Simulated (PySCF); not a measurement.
Species: C5H5N, SMILES `c1ccncc1` (charge 0, multiplicity 1).

Predict the S1 oscillator strength, LUMO and HOMO–LUMO gap from PBE-D3(BJ)/def2-TZVP // B3LYP-D3(BJ)/def2-SVP (PySCF).


```yaml
S1 oscillator strength: 0.004
LUMO: -1.80 eV
HOMO–LUMO gap: 4.04 eV
```
